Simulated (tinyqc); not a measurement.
ROHF in the sto-6g basis, for LiH+, spin multiplicity 2, step by step. One step of it, computed by the program tinyqc.

Task: Iteration 1: Roothaan effective Fock matrix. With projectors Pc = D(beta) S, Po = (D(alpha) - D(beta)) S, Pv = 1 - D(alpha) S, the block xy is Px^T F Py; with Fc = (F(alpha) + F(beta))/2, the blocks are Fc for cc, oo, vv and cv, F(beta) for co and F(alpha) for ov.

F(alpha) (hartree):
```
            1Li 1s     1Li 2s    1Li 2px    1Li 2py    1Li 2pz      2H 1s
1Li 1s   -3.373339  -0.767611   0.000000   0.000000  -0.002650  -0.031350
1Li 2s   -0.767611  -0.519243   0.000000   0.000000  -0.036593  -0.172959
1Li 2px   0.000000   0.000000  -0.154423   0.000000   0.000000   0.000000
1Li 2py   0.000000   0.000000   0.000000  -0.154423   0.000000   0.000000
1Li 2pz  -0.002650  -0.036593   0.000000   0.000000  -0.195459  -0.211532
2H 1s    -0.031350  -0.172959   0.000000   0.000000  -0.211532  -0.451696
```

F(beta) (hartree):
```
            1Li 1s     1Li 2s    1Li 2px    1Li 2py    1Li 2pz      2H 1s
1Li 1s   -2.516513  -0.643255   0.000000   0.000000  -0.002139  -0.025998
1Li 2s   -0.643255  -0.426385   0.000000   0.000000  -0.028292  -0.131266
1Li 2px   0.000000   0.000000  -0.134499   0.000000   0.000000   0.000000
1Li 2py   0.000000   0.000000   0.000000  -0.134499   0.000000   0.000000
1Li 2pz  -0.002139  -0.028292   0.000000   0.000000  -0.163140  -0.164024
2H 1s    -0.025998  -0.131266   0.000000   0.000000  -0.164024  -0.254502
```

D(alpha) at the start:
```
            1Li 1s     1Li 2s   1Li 2px   1Li 2py    1Li 2pz      2H 1s
1Li 1s    1.038040  -0.111401  0.000000  0.000000   0.002208  -0.010705
1Li 2s   -0.111401   0.505490  0.000000  0.000000  -0.003904   0.044330
1Li 2px   0.000000   0.000000  0.000000  0.000000   0.000000   0.000000
1Li 2py   0.000000   0.000000  0.000000  0.000000   0.000000   0.000000
1Li 2pz   0.002208  -0.003904  0.000000  0.000000   0.001258   0.023727
2H 1s    -0.010705   0.044330  0.000000  0.000000   0.023727   0.476565
```

D(beta) at the start:
```
            1Li 1s     1Li 2s   1Li 2px   1Li 2py    1Li 2pz      2H 1s
1Li 1s    0.519020  -0.055701  0.000000  0.000000   0.001104  -0.005352
1Li 2s   -0.055701   0.252745  0.000000  0.000000  -0.001952   0.022165
1Li 2px   0.000000   0.000000  0.000000  0.000000   0.000000   0.000000
1Li 2py   0.000000   0.000000  0.000000  0.000000   0.000000   0.000000
1Li 2pz   0.001104  -0.001952  0.000000  0.000000   0.000629   0.011863
2H 1s    -0.005352   0.022165  0.000000  0.000000   0.011863   0.238282
```

overlap S:
```
           1Li 1s    1Li 2s   1Li 2px   1Li 2py   1Li 2pz     2H 1s
1Li 1s   1.000000  0.235742  0.000000  0.000000  0.000000  0.008975
1Li 2s   0.235742  1.000000  0.000000  0.000000  0.000000  0.197129
1Li 2px  0.000000  0.000000  1.000000  0.000000  0.000000  0.000000
1Li 2py  0.000000  0.000000  0.000000  1.000000  0.000000  0.000000
1Li 2pz  0.000000  0.000000  0.000000  0.000000  1.000000  0.292628
2H 1s    0.008975  0.197129  0.000000  0.000000  0.292628  1.000000
```

Give: effective F.

Result:

effective F (hartree):
```
          1Li 1s   1Li 2s  1Li 2px  1Li 2py  1Li 2pz    2H 1s
1Li 1s   -2.7196  -0.6481   0.0000   0.0000  -0.0018  -0.0294
1Li 2s   -0.6481  -0.4598   0.0000   0.0000  -0.0307  -0.1498
1Li 2px   0.0000   0.0000  -0.1445   0.0000   0.0000   0.0000
1Li 2py   0.0000   0.0000   0.0000  -0.1445   0.0000   0.0000
1Li 2pz  -0.0018  -0.0307   0.0000   0.0000  -0.1792  -0.1893
2H 1s    -0.0294  -0.1498   0.0000   0.0000  -0.1893  -0.3630
```
